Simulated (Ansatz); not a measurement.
Basis-set extrapolation for C$_{8}$H$_{18}$, SMILES `CCCCC(C)(C)C` (PBE0-D4/def2-TZVP geometry, frozen core, the Gaussian-basis code of Ansatz). Multiplicity 1, RHF reference.

```json
{"": "HF", "def2-TZVPP": "-313.544780", "def2-QZVPP": "-313.559613"}
{"": "MP2 correlation", "def2-TZVPP": "-1.425172", "def2-QZVPP": "-1.512083"}
{"": "CCSD(T) correlation", "def2-TZVPP": "-1.574204", "def2-QZVPP": "not run"}
```

Energies in hartree. Use E(X) = E(∞) + A·exp(−7.88·√X) for Hartree–Fock and E(X) = E(∞) + B·X^(−2.97) for correlation, with X = 3 and 4, and add CCSD(T) minus MP2 of the smaller set to the MP2 limit.

Problem. What is the CCSD(T) energy at the basis-set limit?

Solution. HF limit: -313.559613 + (-0.014833) × 0.13774 = -313.56166. MP2 limit: -1.512083 + (-0.086911) × 0.74074 = -1.57646. Higher-order term: -1.574204 − (-1.425172) = -0.14903. Total: -315.28715 hartree, 105.5 kcal/mol below CCSD(T)/def2-TZVPP.
